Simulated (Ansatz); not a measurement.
Z-matrix (Å, degrees):
```
N
C 1 1.346
H 1 1.004 2 121.0
H 1 1.001 2 121.2 3 178.2
C 2 1.349 1 127.1 3 0.8
H 2 1.088 1 114.4 3 -179.3
C 5 1.440 2 119.2 1 179.8
H 5 1.085 2 122.3 1 -0.2
O 7 1.211 5 125.8 2 180.0
H 7 1.116 5 114.0 2 -0.0
```

Charge 0, multiplicity 1.

Q: List the PBE0/def2-TZVPP orbital energies in eV (Ansatz 0.2.0). (An estimate is asked.)

A: The calculation gave: Occupied: -521.59, -392.65, -280.08, -279.85, -277.95, -28.45, -26.73, -21.87, -18.06, -16.65, -15.09, -14.40, -12.69, -11.54, -11.24, -11.01, -10.27, -6.77, -6.66. Lowest empty: -0.70, 0.55, 1.31, 1.76, 2.62, 3.14, 3.53, 4.11.
